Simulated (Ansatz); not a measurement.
Input file:

```yaml
crystal:
  periodic: [false, false, false]
  atoms:
    - {symbol: B, position_ang: [0.000000, 0.000000, 0.000000]}
    - {symbol: C, position_ang: [0.000000, 0.000000, 1.528200]}
basis:
  gaussian: {orbitals: 6-31G}
total_charge: 1
correlation: {active_space: {window: {electrons: 6, orbitals: 6}}}
output: {forces: true}
```

```sh
$ ansatz run in.yaml --threads 1 --pin off --events-out ev --progress --plain --max-ram 2393MiB
```

The program prints:

```
253 factors; integrals over basis functions are off by at most 1.4e-4 eV
mean field evaluation 1: about -1680.5551 eV, gradient 2.0e1 eV
mean field evaluation 2: about -1680.5586 eV, gradient 2.0e1 eV
mean field evaluation 4: about -1682.2663 eV, gradient 6.7e-1 eV
mean field evaluation 8: about -1682.2765 eV, gradient 1.4e-2 eV
mean field evaluation 16: about -1682.3459 eV, gradient 1.3e0 eV
mean field evaluation 32: about -1658.9266 eV, gradient 3.4e1 eV
mean field evaluation 64: about -1676.9338 eV, gradient 6.1e0 eV
mean field evaluation 96: about -1682.2804 eV, gradient 2.1e-1 eV
mean field evaluation 128: about -1682.2765 eV, gradient 9.6e-7 eV
mean field -1682.35142883 eV, -61.8252746706 hartree, gradient 7.2e-6 eV, S^2 0.000000; 11 other end points of the search recorded, 0 dependent functions left out
reference -1682.35142883 eV, -61.8252746706 hartree; 5, 5 occupied and 13, 13 virtual orbitals, 253 factors
state -1686.31919333 eV, -61.9710873266 hartree
the calculation of the forces begins
Total energy: -1686.31919333 eV, -61.9710873266 hartree
Atom 0 at     0.000000     0.000000     0.000000 Å, force    -0.000000     0.000000    -0.781746 eV/Å
Atom 1 at     0.000000     0.000000     1.528200 Å, force     0.000000    -0.000000     0.781746 eV/Å
Dipole moment:    -0.000000     0.000000    -0.261155 e Å
```

Forces (eV/Å):
```
B    0.000  0.000 -0.782
C    0.000  0.000  0.782
```

Ran on 1 thread of Arm Neoverse N1, shared host: 0.69 s wall, 0.06 GiB peak host memory.
